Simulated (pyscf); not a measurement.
**Hydrogen abstraction: `[GeH3]` [doublet] + `[NH3]` -> `[GeH4]` + `[NH2]` [doublet]**

Gas phase, doublet surface, charge 0. Bonds broken: N5–H6. Bonds formed: Ge1–H6. Structures and frequencies: ωB97X-D3(BJ)/def2-SVP in PySCF. MP2 and CC: frozen core, UHF for open shells. ΔMP2 is the change of the MP2 total energy from the triple- to the quadruple-zeta basis.

Transition state (Å):

```xyz
8

Ge     0.3587     0.6946    -0.1350
H      1.5723    -0.1760    -0.5021
H      0.6804     1.4735     1.1515
H      0.0696     1.6817    -1.2757
N     -1.7560    -1.4036     0.8134
H     -0.9168    -0.2544     0.1236
H     -1.0340    -2.1356     0.7138
H     -1.6053    -1.0772     1.7818
```

One imaginary mode, 588i cm⁻¹; descent along it reached the two sides named.

| bond | change | reactant side (Å) | saddle | product side |
|---|---|---|---|---|
| N5–H6 | breaks | 1.019 | 1.581 | 3.1 |
| Ge1–H6 | forms | 3.1 | 1.611 | 1.533 |

Electronic energies relative to the separated reactants (kcal/mol):

```
level                             barrier  reaction energy  reverse barrier
--------------------------------  -------  ---------------  ---------------
ωB97X-D3(BJ)/def2-TZVP               24.7            +22.5              2.2
PBE/def2-TZVP                        22.5            +26.7             -4.2
r²SCAN/def2-TZVP                     22.7            +23.3             -0.6
B3LYP-D3(BJ)/def2-TZVP               23.2            +23.6             -0.4
PBE0-D3(BJ)/def2-TZVP                24.3            +24.8             -0.5
M06-2X/def2-TZVP                     31.7            +29.4              2.3
ωB97M-D3(BJ)/def2-TZVP               28.0            +25.4              2.5
HF/def2-TZVP                         29.3            +13.4             15.9
MP2/def2-QZVPP                       32.9            +28.6              4.3
CCSD/def2-TZVPP                      28.0            +22.5              5.5
CCSD(T)/def2-TZVPP                   27.3            +23.4              3.9
CCSD(T)/def2-TZVPP + ΔMP2(QZVPP)     27.7            +24.1              3.5
```

With CCSD(T)/def2-TZVPP + ΔMP2(QZVPP) energies and thermal terms (ideal gas, 1 atm, RRHO with modes under 100 cm⁻¹ raised to 100, one conformer, R ln 2 for rigid chiral ones), in kcal/mol:

```tsv
T (K)	ΔH‡	ΔG‡	ΔH	ΔG
298	24.2	32.2	+20.6	+21.3
600	24.8	40.2	+20.9	+22.0
900	25.9	47.6	+21.2	+22.5
1200	26.9	54.7	+21.6	+22.8
```

At PBE, r²SCAN, B3LYP-D3(BJ), PBE0-D3(BJ) this geometry lies under the product side: in single points on another level's saddle the reverse barrier vanishes, and the forward threshold there is about the reaction energy. This is the saddle that the search found; another between the same sides may lie lower. The angle at the transferred H is 157°. The CCSD(T) − MP2 part came from Ansatz, without density fitting, on the same reference. The frozen core leaves the outer d or s,p core shells of the metals and heavy elements correlated in the MP2 and CC values, and def2-TZVPP describes them poorly, which can shift differences by a few kcal/mol. Elements up to Kr have no core potential and no relativistic terms here.
